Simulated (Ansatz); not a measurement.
Strength of the C–H bond: CH2FO → CHFO + H

Species: CH2FO `[O]CF`, doublet; CHFO (formyl fluoride) `O=CF`, singlet; H atom, doublet. 

Shapes, held fixed at every level: PBE0-D4/def2-TZVP. Programs: Ansatz 0.2.0. The zero-point and thermal change to 298 K, harmonic and unscaled (PBE0-D4/def2-TZVP), is -18.1 kJ/mol.

| level | kind | ΔH(298 K) (kJ/mol) | less CCSD(T)/CBS estimate | CPU time (sum over the molecules) |
| --- | --- | --- | --- | --- |
| PBE-D4/def2-TZVPP | GGA | +50.2 | +8.6 | 8.2 s |
| r2SCAN-D4/def2-TZVPP | meta-GGA | +65.1 | +23.5 | 12 s |
| B3LYP-D4/def2-TZVPP | global hybrid | +61.6 | +20.0 | 6.5 s |
| MP2/def2-SVP | perturbation theory | -13.7 | -55.3 | – |
| MP2/def2-TZVPP | perturbation theory | -2.7 | -44.3 | – |
| CCSD(T)/def2-SVP | coupled cluster or CI | +27.3 | -14.3 | 4.5 s |
| CCSD(T)/CBS estimate | coupled cluster or CI | +41.6 | 0.0 | 1.8 min |

The highest level, CCSD(T)/CBS estimate, gives ΔH(298 K) = +41.6 kJ/mol; the levels span -13.7 to +65.1. They disagree on the sign: 5 of 7 are positive. A fragment pairs its electrons up again, so this isn't a typical strength of such a bond. The column of differences is taken from that level and isn't an error. No measured value is set beside it here. Open shells run unrestricted unless RO is named. The CBS estimate extrapolates MP2 from def2-TZVPP and def2-QZVPP and adds CCSD(T) − MP2 in the triple-zeta set, cores frozen. Times are processor times on shared x86 and Arm servers, and rough.
